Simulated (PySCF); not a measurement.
Species: C3H4S.
SMILES with atom numbers: `[CH3:1][CH:2]=[C:3]=[S:4]` (hydrogens: H5, H6, H7 on C1; H8 on C2)

Level of theory: PBE0-D3(BJ)/def2-SVP geometry optimisation, gas phase (PySCF 2.14.0).

Question: List the bond lengths and angles at this level.

Answer: 
```tsv
bond	length (pm)	order
C1–C2	150.2	single
C2=C3	131.3	double
C3=S4	156.3	double
C1–H5, C1–H6, C1–H7	110.1	single
C2–H8	109.8	single
```

Bonds in one row agree within 1 pm and their mean is given. Orders are formal, as drawn. A selection of angles:
```tsv
angle	degrees
C2–C1–H5	111.4
H5–C1–H6	108.1
C1–C2–C3	125.1
C1–C2–H8	118.8
C3–C2–H8	116.1
C2–C3–S4	179.7
```

The C–C distances run from 1.313 Å (C2=C3, drawn double) to 1.502 Å (C1–C2, drawn single), a spread of 0.189 Å. The 4 heavy atoms lie in one plane (0.000 Å rms).

Point group: Cs (tolerance 0.08 Å). PBE0-D3(BJ)/def2-SVP frequencies: not computed here.

Hardware: an Arm Neoverse V1 with one thread, no GPU, shared host. Cost: 11 s, 0.33 GiB resident at most. That covers the optimisation of the geometry.
